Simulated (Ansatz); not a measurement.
We consider fcc Pb, described by r²SCAN-D4 (Ansatz, an electronic-structure program, PAW).

Settings: plane-wave cutoff 560 eV, 20×20×20 k mesh, Fermi–Dirac smearing 0.05 eV, scalar-relativistic PAW data made under PBE.

Computed at the level's own relaxed cell.

Q: Estimate the equilibrium volume per atom, bulk modulus, equilibrium lattice constant a and pressure derivative B′ of the bulk modulus that the calculation returns.

A: 
- equilibrium volume per atom = 30.68 Å³/atom
- bulk modulus = 45.9 GPa
- equilibrium lattice constant a = 4.969 Å
- pressure derivative B′ of the bulk modulus = 5.1

The run finds no gap.

Measured, for comparison: equilibrium volume per atom 29.45 Å³/atom (low-temperature or extrapolated to 0 K; zero-point anharmonic expansion removed; as tabulated in Csonka et al. (2009), arXiv:0903.4037); bulk modulus 47 GPa (corrected for temperature and zero-point phonon effects; as tabulated in Levämäki et al. (2014), arXiv:1402.3671); lattice constant a 4.902 Å (low-temperature or extrapolated to 0 K; zero-point anharmonic expansion removed, our sources range from 4.902 to 4.912; as tabulated in Csonka et al. (2009), arXiv:0903.4037). Computed (rounded) less measured: equilibrium volume per atom +4.2 %, bulk modulus -2 %, lattice constant a +1.4 % (+1.2 % to +1.4 % over the range).

Spin–orbit coupling is not included; it can shift volumes and moduli of such heavy elements.

It cost roughly 50 core-seconds of CPU time.
